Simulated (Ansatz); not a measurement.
# C6H6: the cost of one run

Method: the levels named in each step, in Ansatz 0.2.0.

**1. The starting structure**

Bond lengths: C1–C2 1.334 Å, C2–C3 1.462 Å, C3–C4 1.343 Å, C4–C5 1.458 Å, C2–C6 1.464 Å, C5–C6 1.343 Å, C1–H7 1.078 Å, C1–H8 1.078 Å, C3–H9 1.074 Å, C4–H10 1.075 Å, C5–H11 1.075 Å, C6–H12 1.074 Å. Angles (14 of 18 angles, heavy atoms first): C1–C2–C3 127.2°, C1–C2–C6 127.1°, C3–C2–C6 105.7°, C2–C3–C4 108.2°, C3–C4–C5 109.0°, C4–C5–C6 109.0°, C2–C6–C5 108.1°, C2–C1–H7 121.7°, C2–C1–H8 121.6°, C2–C3–H9 123.8°, C4–C3–H9 128.0°, C3–C4–H10 127.2°, C5–C4–H10 123.8°, C4–C5–H11 123.8°.

Coordinates:

```xyz
12

C     2.0407   -0.0418    0.5204
C     0.7486   -0.0165    0.1890
C    -0.1510   -1.1608    0.0476
C    -1.3653   -0.6993   -0.2928
C    -1.3115    0.7541   -0.3875
C    -0.0652    1.1652   -0.1026
H     2.6229    0.8620    0.5991
H     2.5555   -0.9680    0.7170
H     0.1512   -2.1800    0.1984
H    -2.2533   -1.2785   -0.4724
H    -2.1545    1.3688   -0.6478
H     0.3112    2.1705   -0.0809
```

**2. A rough first relaxation, PBE-D4/def2-SVP**

This run stands in another session on the same molecule. It ended at:

```xyz
12

C     2.0645   -0.0424    0.5249
C     0.7492   -0.0155    0.1902
C    -0.1488   -1.1783    0.0493
C    -1.3846   -0.7087   -0.2973
C    -1.3302    0.7641   -0.3925
C    -0.0616    1.1823   -0.1034
H     2.6524    0.8864    0.6052
H     2.5831   -0.9937    0.7269
H     0.1527   -2.2215    0.2025
H    -2.2822   -1.3164   -0.4788
H    -2.1816    1.4077   -0.6550
H     0.3166    2.2114   -0.0845
```

**3. Relaxation, PBE0-D4/def2-TZVPP**

This run stands in another session on the same molecule. It ended at:

```xyz
12

C     2.0403   -0.0419    0.5187
C     0.7458   -0.0154    0.1896
C    -0.1481   -1.1671    0.0490
C    -1.3649   -0.7039   -0.2928
C    -1.3109    0.7585   -0.3874
C    -0.0618    1.1712   -0.1023
H     2.6203    0.8700    0.5977
H     2.5520   -0.9762    0.7173
H     0.1480   -2.1946    0.1999
H    -2.2502   -1.2979   -0.4725
H    -2.1510    1.3878   -0.6463
H     0.3098    2.1850   -0.0835
```

**4. Frequencies, PBE0-D4/def2-TZVPP**

input.yaml reads:

```yaml
crystal:
  periodic: [false, false, false]
  atoms:
    - { symbol: C, position_ang: [2.04032911, -0.04190275, 0.51873803] }
    - { symbol: C, position_ang: [0.74576604, -0.01538714, 0.18958063] }
    - { symbol: C, position_ang: [-0.14812085, -1.16712195, 0.04895934] }
    - { symbol: C, position_ang: [-1.36489301, -0.70387295, -0.29277781] }
    - { symbol: C, position_ang: [-1.31087509, 0.75848894, -0.38740098] }
    - { symbol: C, position_ang: [-0.06175025, 1.17120799, -0.10232416] }
    - { symbol: H, position_ang: [2.62025589, 0.87002988, 0.59773407] }
    - { symbol: H, position_ang: [2.55204372, -0.97618922, 0.7173142] }
    - { symbol: H, position_ang: [0.14803693, -2.19464068, 0.19988332] }
    - { symbol: H, position_ang: [-2.25023539, -1.297865, -0.47247569] }
    - { symbol: H, position_ang: [-2.15102022, 1.38783974, -0.64628789] }
    - { symbol: H, position_ang: [0.30982312, 2.18504315, -0.08351307] }
basis:
  gaussian: { orbitals: def2-TZVPP }
hamiltonian:
  xc: pbe0
  dispersion: d4
phonons: {}
```

On the command line:

```sh
> ansatz run input.yaml --threads 8 --pin off --max-ram 22528MiB --backend cpu --events-out ev --progress --plain --runs-dir out
```

**Question.** How long does this run take on 8 threads of Intel Xeon at 2.50GHz (Skylake/Cascade Lake), shared host, and how much memory does it need?

About 5 min, with a peak of 0.86 GiB.
